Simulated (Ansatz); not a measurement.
```yaml
crystal:
  periodic: [false, false, false]
  atoms:
    - {symbol: O, position_ang: [-1.632652, -0.107367, -0.001249]}
    - {symbol: N, position_ang: [-0.467498, 0.287894, 0.001400]}
    - {symbol: Si, position_ang: [1.091134, -0.118198, -0.000213]}
    - {symbol: H, position_ang: [2.008555, 0.997089, 0.006308]}
basis:
  gaussian: {orbitals: def2-TZVP}
hamiltonian: {xc: pbe0}
relax: {f_tol: 0.004, max_steps: 80}
```

```sh
$ ansatz run in.yaml --threads 1 --pin off --events-out ev --progress --plain --max-ram 2176MiB
```

Steps of the relaxation (energy above the last step; positions in Å, forces in eV/Å):

```
4
step 1, 573.0 meV
O    -1.633   -0.107   -0.001    2.765    1.807    0.011
N    -0.467    0.288    0.001   -3.881   -1.628   -0.011
Si    1.091   -0.118    0.000    0.917   -1.334   -0.007
H     2.009    0.997    0.006    0.199    1.155    0.006
```

```
4
step 2, 316.0 meV
O    -1.610   -0.044   -0.001    1.431    1.113    0.007
N    -0.446    0.251    0.001   -2.273   -1.029   -0.007
Si    1.116   -0.194   -0.001    1.081   -0.492   -0.002
H     1.939    1.046    0.007   -0.239    0.408    0.002
```

```
4
step 3, 96.7 meV
O    -1.564    0.083    0.000    0.679    0.557    0.003
N    -0.388    0.187    0.001   -0.553   -0.852   -0.005
Si    1.195   -0.321   -0.001    0.151    0.675    0.004
H     1.757    1.111    0.007   -0.277   -0.380   -0.002
```

```
4
step 8, 0.0 meV
O    -1.481    0.233    0.001    0.014    0.000    0.000
N    -0.322    0.085    0.000   -0.019    0.002    0.000
Si    1.267   -0.376   -0.002    0.007    0.001    0.000
H     1.535    1.117    0.007   -0.003   -0.003    0.000
```

```
4
step 9, 0.0 meV
O    -1.480    0.234    0.001   -0.001    0.000    0.000
N    -0.321    0.085    0.000   -0.002    0.001    0.000
Si    1.268   -0.376   -0.002    0.003   -0.001    0.000
H     1.533    1.117    0.007    0.000    0.000    0.000
```

Close pairs at the end: O1–N2 1.168 Å, Si3–H4 1.516 Å, N2–Si3 1.655 Å.

A stationary point of restricted PBE0 after 9 steps (its stability towards spin polarisation wasn't tested); no frequencies were run, so it isn't proven a minimum. 23 s on 1 thread of Arm Neoverse V2, shared host.
